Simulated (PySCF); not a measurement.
# AlCl+: from the state search to spectroscopic constants

One table from this session's results is given with a row withheld; the runs are named, their logs left out.

The runs use PySCF 2.14.0; Al STO-3G, Cl STO-3G, no relativity.

The first run:

Settings of the job:

| Item | Value |
| --- | --- |
| atoms | Al, Cl |
| charge | 1 |
| basis | Al STO-3G, Cl STO-3G |
| Hamiltonian | no relativity |
| basis functions | 18 |
| electrons treated | 29 |
| masses in u | 26.9815, 34.9689 |
| levels | PBE0, PBE, r²SCAN, M06, BP86, TPSSh, CAM-B3LYP, HF, MP2, SCS-MP2, CCSD, CCSD(T) |
| grid | 80 radial by 434 angular points |
| occupations | held fixed by the projection of orbital angular momentum |
| dissociation limit | Al+ + Cl, each in its ground configuration |
| starting distance in angstrom | 2.265 |
| values of 2S to try | 1, 3 |

Run with:

```console
> OMP_NUM_THREADS=1 python dia.py task.json out
```

Steps of the session up to this table: The job; The PBE0 curve of the state that the search chose; Excited determinants; PBE (GGA); r²SCAN; M06; BP86 (GGA); TPSSh (hybrid meta-GGA); CAM-B3LYP (range-separated hybrid); UHF (mean field); Correlated methods on the Hartree–Fock reference.

One of the session's tables, all rows but one given; the rest of the session is left out.

Energy (eV) from each level's lowest point:

```
R (Å)    UHF  UHF-MP2  UHF-SCS-MP2  UHF-CCSD  UHF-CCSD(T)
1.778  1.244    1.258        1.281       n/a          n/a
1.860  0.514    0.525        0.544     0.600        0.599
1.943      ?        ?            ?         ?            ?
2.005  0.015    0.018        0.025     0.048        0.046
2.067  0.000    0.000        0.000     0.000        0.000
2.129  0.060    0.057        0.049     0.020        0.025
2.212  0.209    0.209        0.190     0.110        0.124
2.315  0.432    0.444        0.410     0.262        0.291
2.439  0.655    0.673        0.624     0.432        0.473
2.604  0.827    0.819        0.751       n/a          n/a
```

Q: Estimate the row for R (Å) = 1.943 from the others.

Worked estimate for «UHF». A straight line through the neighbours (1.860, 0.514) and (2.005, 0.015) gives 0.514 + (0.015 − 0.514) × (1.943 − 1.860) / (2.005 − 1.860) = 0.228; a parabola fitted to 4 rows on both sides gives 0.116.

**Answer.** UHF: 0.134; UHF-MP2: 0.141; UHF-SCS-MP2: 0.153; UHF-CCSD: 0.193; UHF-CCSD(T): 0.190. In «UHF» the line misses by +0.094 and the parabola by -0.018.

Limits of these values: Lowest PBE0 solution found, without spin–orbit coupling: ²Σ⁺ (doublet), unpaired electrons σ ↑. Warnings in the runs' records: inverted.
